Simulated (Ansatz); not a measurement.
**HSiGe, doublet: bend scan**

Starting geometry (PBE0/def2-TZVP stationary point for this spin, not checked as a minimum):

```csv
atom,x (Å),y (Å),z (Å)
Si,0.0000,0.0000,0.2315
Ge,0.0000,0.0000,-1.9584
H,0.0000,0.0000,1.7269
```

From there the angle named below is changed in its plane at fixed bond lengths, both arms turning rigidly about the middle atom; atoms are numbered as listed. Energies are in kcal/mol, counted from the starting geometry at the same level.

Basis cc-pVDZ; Ansatz 0.2.0. Only valence electrons are correlated (noble-gas cores and the filled d shells of p-block atoms frozen). R marks a restricted (for open shells ROHF) determinant. No spin–orbit coupling is included, and no scalar relativity.

Coupled cluster chose its determinant by trial CCSD, here up to 0.37 eV above the lowest Hartree–Fock solution of its kind, and MP2 stands on that determinant too.

Full CI isn't at hand for all of this; RCCSDTQ serves as the reference, and is uncertain by about the last step of the cluster series.

```csv
angle Ge2-Si1-H3 (°),RMP2
90.2,5.7
124.7,6.5
154.1,1.3
180.0,0.0
```

Task: Estimate the RCCSDTQ curve in cc-pVDZ from this one, knowing how RMP2 errs.

Result: The computed RCCSDTQ values, in kcal/mol from the starting point, and the error of RMP2 against them:
| angle Ge2-Si1-H3 (°) | RCCSDTQ | RMP2 less RCCSDTQ |
| --- | --- | --- |
| 90.2 | 3.3 | 2.3 |
| 124.7 | 1.1 | 5.4 |
| 154.1 | 0.0 | 1.3 |
| 180.0 | 0.0 | 0.0 |

The error spans 5.4 kcal/mol and is largest, 5.4 kcal/mol, at 124.7 °.
